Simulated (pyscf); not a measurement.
Optimised with ωB97X-D3(BJ)/def2-SVP in PySCF.

**Question.** PBE/def2-TZVP puts the barrier of GeH₄ (SMILES [GeH4]) + HF (SMILES F) → F–GeH₃ (SMILES [F][GeH3]) + H₂ (SMILES [H][H]) (four-centre exchange; singlet surface; Ge–H, F–H broken, F–Ge, H–H formed) at 132.9 kJ/mol and the reaction energy at -36.1 kJ/mol, from the separated reactants. What do PBE0-D3(BJ)/def2-TZVP, M06-2X/def2-TZVP, ωB97M-D3(BJ)/def2-TZVP give on the same structures?

**Answer.** PBE0-D3(BJ): ΔE‡ = 152.6 kJ/mol, ΔE = -31.1 kJ/mol; M06-2X: ΔE‡ = 154.4 kJ/mol, ΔE = -58.9 kJ/mol; ωB97M-D3(BJ): ΔE‡ = 160.7 kJ/mol, ΔE = -36.3 kJ/mol. PBE's barrier lies under all of them, by 19.7 to 27.8 kJ/mol. Its reaction energy lies among theirs. Low barriers are usual for a GGA, whose delocalisation error favours stretched bonds. One saddle was located; it need not be the lowest between these sides. Elements up to Kr have no core potential and no relativistic terms here.
